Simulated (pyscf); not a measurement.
Structures and frequencies: ωB97X-D3(BJ)/def2-SVP in PySCF. Correlated levels are frozen-core, on RHF or UHF. ΔMP2 is the change of the MP2 total energy from the triple- to the quadruple-zeta basis.

### Question
H₂Si=AsH + water (H₂O) -> HO–SiH₂–AsH₂
Surface: singlet. Broken: H–O. Formed: As–H, O–Si. Give ΔE‡ and ΔE from MP2/def2-QZVPP, relative to the separated reactants.

### Answer
ΔE‡ = -23.0 kJ/mol, ΔE = -206.0 kJ/mol. CCSD(T)/def2-TZVPP + ΔMP2(QZVPP) gives -7.5 kJ/mol and -198.9 kJ/mol. Zero-point energy shifts the barrier by -0.6 kJ/mol. It is an addition across a multiple bond or ene-type step, with an imaginary mode of 1148i cm⁻¹. On the reactant side the descent ends in an adduct with a O–Si contact, 43.0 kJ/mol under the separated species and 16.7 kJ/mol under the saddle at ωB97X-D3(BJ)/def2-TZVP. At MP2 the saddle lies under the separated reactants, which points to a path from their complex (located at ωB97X-D3(BJ) alone). What is counted as formed (O–Si) is already present as a longer contact in the reactant adduct; forming that adduct is a step of its own. At ωB97X-D3(BJ)/def2-TZVP the barrier from the zero used here is -26.4 kJ/mol. This is the saddle that the search found; another between the same sides may lie lower. The CCSD(T) − MP2 part came from Ansatz, without density fitting, on the same reference. The frozen core leaves the outer d or s,p core shells of the metals and heavy elements correlated in the MP2 and CC values, and def2-TZVPP describes them poorly, which can shift differences by a few kcal/mol. Elements up to Kr have no core potential and no relativistic terms here.
